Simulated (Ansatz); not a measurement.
System: anatase TiO2 (metastable phase). Method: PBEsol-D3(BJ) (PAW; Ansatz, an electronic-structure program).

Run with plane-wave cutoff 520 eV, 12×12×12 k mesh, Fermi–Dirac smearing 0.01 eV, no spin polarisation, scalar-relativistic PAW data made under PBE.

Results at a series of volumes:

| V (Å³/atom) | E − E_lowest (meV/atom) | P (GPa) |
|---|---|---|
| 10.693 | 10.49 | 7.67 |
| 10.915 | 2.58 | 3.74 |
| 11.138 | 0.00 | 0.00 |
| 11.361 | 2.46 | -3.51 |
| 11.584 | 9.67 | -6.82 |

Question: Fit the third-order Birch–Murnaghan equation and give B0 and B′.

Answer: V0 = 11.139 Å³/atom, B0 = 181 GPa, B′ = 1.9 (fit to the energies at full precision).

Shape and atoms are relaxed at each volume.

Computing time: about 8 core-minutes (a rough figure).
